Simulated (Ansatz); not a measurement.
A made-up structure of SiNH2S, doublet:

```
5
angstrom
N -1.2695 -0.0271 0.0759
Si 0.4143 0.0592 0.1147
S 1.3667 0.6843 1.7245
H 0.8976 -1.0241 -0.6658
H 1.1481 -0.3531 -1.1080
```

It is relaxed with PBE-D4/def2-SVP and then PBE0-D4/def2-TZVP (Ansatz 0.2.0). Atoms count as bonded within 1.22 times the sum of their covalent radii (H–H: 0.88 Å). The end point is not checked to be a true minimum.

(1) Does its bonding change? (Judge from chemistry; the calculation decides.)

## Answers

(1) Computed: Yes. Formed: none; broken: Si2–H4, Si2–H5.

Where it ends: The first stage lowers the energy by 2.15 eV in 23 steps. It ends as a complex of SiNS + H₂:
```
5
angstrom
N -1.2431 -0.1518 0.0431
Si 0.0732 0.3348 0.8803
S 1.5751 0.9364 1.9190
H 0.7114 -0.9384 -1.4270
H 1.4406 -0.8418 -1.2740
```

For scale, one of the runs: PBE0-D4/def2-TZVP relaxation, 117 basis functions, launched by `ansatz run in.yaml --threads 2 --pin off --events-out ev --progress --plain --max-ram 4352MiB`. The run took about 2.3 min on 2 CPU threads of an Arm Neoverse V2 (shared host).
